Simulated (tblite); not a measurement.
Input of a run (GFN2-xTB geometry optimisation, gas phase (tblite 0.8.0)), started from a force field or distance geometry:
```
{"job": {"kind": "relax", "xc": "GFN2-xTB", "basis": "xTB"}, "charge": 0, "multiplicity": 2}
S      2.910800    -0.037100    -0.553400
C      1.264900     0.025000    -0.251400
C      0.376000    -1.142700    -0.105200
C     -0.999400    -0.622300     0.158100
C     -0.814500     0.848900     0.187400
C      0.444300     1.234400    -0.049200
H      0.674200    -2.164000    -0.204000
H     -1.689700    -0.926000    -0.615900
H     -1.358900    -0.991200     1.134300
H     -1.633000     1.537900     0.361300
H      0.830600     2.239900    -0.088100
```

Output (eV, eV/Å):
```
step      E/eV     max force
  0    -446.70255    3.633
  1    -446.91496    1.033
  2    -446.93683    0.523
  3    -446.95003    0.425
  4    -446.95499    0.208
  5    -446.95769    0.171
  6    -446.95895    0.131
  7    -446.96025    0.092
  8    -446.96102    0.083
  9    -446.96136    0.067
 10    -446.96148    0.034
 11    -446.96155    0.022
 12    -446.96158    0.013
 13    -446.96159    0.008
```

Q: Summarise the run.

A: The energy falls by 6.0 kcal/mol over 13 L-BFGS steps, the largest force on an atom goes from 3.63 to 0.008 eV/Å, and the atoms move by 0.038 Å rms after alignment. The bond that changes most is C2–C3 (ends: carbon bonded to 2 C and S; carbon bonded to 2 C and H), which shortens by 0.110 Å. Bonds longer at the end by more than 0.005 Å: 4 of 11; shorter: 5. Among the angles that change most is C4–C5–C6, from 113.6° to 110.1°. The energy never rose by more than 1e-5 eV on the way. The first step brought 82 % of the lowering.

Q: What are the final bond lengths?

A: S1=C2 1.704 Å, C2–C3 1.365 Å, C3–C4 1.486 Å, C4–C5 1.495 Å, C5=C6 1.337 Å, C2–C6 1.455 Å, C3–H7 1.074 Å, C4–H8 1.093 Å, C4–H9 1.093 Å, C5–H10 1.075 Å, C6–H11 1.074 Å. Numbering counts from 1 in the input's order; the species is `S=C1[CH]CC=C1` [radical].

Its GFN2-xTB frequencies are all real (lowest 188 cm⁻¹).

These are computed values.
